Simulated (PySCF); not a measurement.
**SMILES COC(F)(F)F, C2H3F3O**

Geometry (Å), atoms numbered from 1 in this order:
```xyz
9

C    -1.1893    0.0469   -0.1241
O     0.0444    0.7559   -0.2161
C     1.1305    0.0792    0.1620
F     1.3283   -1.0327   -0.5630
F     2.1838    0.8640    0.0124
F     1.0765   -0.3114    1.4450
H    -1.4076   -0.2133    0.9130
H    -1.1655   -0.8522   -0.7418
H    -1.9466    0.7303   -0.4990
```

Theory: quadratic response CAM-B3LYP/def2-TZVPD first hyperpolarisability, Taylor convention, gas phase in PySCF. Geometry: PBE0-D3(BJ)/def2-TZVP.

Question: Give the tensor of the second harmonic β(−2ω;ω,ω) at 1064 nm in the axes of these coordinates.

Answer: In au, Taylor convention; rows are the first index (the induced dipole):
```
      xx     yy     zz     xy     xz    yz
x  +49.6  +19.8  +18.4  +14.6   -3.9  +0.6
y  +14.5   +7.3   +3.6  +19.8   +0.6  +3.8
z   -3.9   +3.8   +1.6   +0.6  +18.4  +3.7
```
Norm of βᵢ = ⅓ Σⱼ (βᵢⱼⱼ + βⱼᵢⱼ + βⱼⱼᵢ): 91.5 au, hyper-Rayleigh value 34.0 au.
